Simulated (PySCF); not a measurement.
3-oxetanone, C3H4O2, SMILES O=C1COC1, point group C2v.

Level: B3LYP/pcSseg-1 in PySCF (density fitting, grid level 2); geometry and Hessian at that level, cubic constants and property derivatives from steps of ±0.6 along each species' dimensionless normal coordinates, second-order vibrational perturbation theory. The parent has the commonest isotopes.

Equilibrium geometry (Å):

```tsv
atom	x	y	z
O1	0.1134	2.0497	-0.1362
C2	0.0509	0.8598	-0.0634
C3	-0.9580	-0.2231	-0.4559
O4	-0.0583	-1.2278	0.0635
C5	0.9441	-0.2666	0.4638
H6	-1.1414	-0.3265	-1.5345
H7	-1.9176	-0.1878	0.0785
H8	1.8989	-0.3961	-0.0645
H9	1.1221	-0.2575	1.5481
```

(1) Give the equilibrium and ground-state rotational constants (MHz) of parent; ²H at 6; ¹⁷O at 1.

(2) How is the parent's vibrational correction B0 − Be made up?

(3) And its quartic centrifugal distortion constants from the harmonic force field?

A mode lies under 250 cm⁻¹, where this perturbation treatment is rough.

Results:

(1) 
| species | Ae | Be | Ce | A0 | B0 | C0 | Δ0 (u Å²) | harmonic ZPE (cm⁻¹) |
| --- | --- | --- | --- | --- | --- | --- | --- | --- |
| parent | 12166 | 4949.3 | 3684.7 | 12068 | 4919.8 | 3661.3 | -6.568 | 14648 |
| ²H at 6 | 11192 | 4900.2 | 3601.7 | 11104 | 4871.1 | 3578.9 | -8.054 | 13944 |
| ¹⁷O at 1 | 12166 | 4793.9 | 3597.9 | 12068 | 4765.6 | 3575.2 | -6.567 | 14630 |

Δ0 = Ic − Ia − Ib from the ground-state constants.

(2) 
| axis | harmonic | Coriolis | cubic | total (MHz) |
| --- | --- | --- | --- | --- |
| a | 21.6 | -26.3 | -92.8 | -97.5 |
| b | 5.97 | -4.45 | -31 | -29.5 |
| c | 1.76 | -0.809 | -24.4 | -23.4 |

(3) Asymmetric top, A reduction, Ir representation: ΔJ = 0.642 kHz, ΔJK = 4.62 kHz, ΔK = 2.85 kHz, δJ = 0.16 kHz, δK = 2.88 kHz.
